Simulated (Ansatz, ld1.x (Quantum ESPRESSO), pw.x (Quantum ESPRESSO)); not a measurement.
# Which Hf potential is closest to all-electron in the bcc crystal?

All use PBEsol, scalar-relativistic, no spin, cutoffs from each file’s atomic test, pw.x 7.5; 13³ k-points, Fermi–Dirac smearing 0.01 Ry. Δ is the rms difference from all-electron LAPW of the E(V) curves that follow from fits to the pressures, over ±6 % in volume. Mesh and smearing are coarse and serve the comparison alone. The files are a selection: those with a ghost or negative overlap were mostly not run, and those with noisy or unconverged pressures or nearly equal Δ are left out.

All-electron: a0 = 3.497 Å (V0 = 21.39 Å³/atom), B0 = 103.7 GPa.

Problem. Rank them by Δ, smallest first.
A. norm-conserving Troullier–Martins (Kleinman–Bylander form), ld1.x (Quantum ESPRESSO) 7.5, PBEsol; core [Xe] 4f14, reference 5d2 6s2 6p0; waves: 6s (bound): rc 2.70 bohr; 6p (bound, empty): rc 4.20 bohr; 5d (bound): rc 2.85 bohr; local part: all-electron potential smoothed inside 3.45 bohr (lloc = -1); core correction: a·sin(br)/r model core, default radius (core density twice the valence density).
B. norm-conserving Troullier–Martins (Kleinman–Bylander form), ld1.x (Quantum ESPRESSO) 7.5, PBEsol; core [Xe] 4f14, reference 5d2.5 6s1.5 6p0; waves: 6p (bound, empty): rc 3.25 bohr; 5d (bound): rc 2.50 bohr; 6s (bound): rc 2.35 bohr; local part: the s channel; core correction: Bessel-smoothed model core inside 1.55 bohr.
C. norm-conserving Troullier–Martins (Kleinman–Bylander form), ld1.x (Quantum ESPRESSO) 7.5, PBEsol; core [Xe] 4f14, reference 5d2 6s2 6p0; waves: 6p (bound, empty): rc 3.95 bohr; 5d (bound): rc 2.75 bohr; 6s (bound): rc 2.90 bohr; local part: the s channel; core correction: none.

Solution. B (1.5 meV/atom), A (6.1 meV/atom), C (13.6 meV/atom).
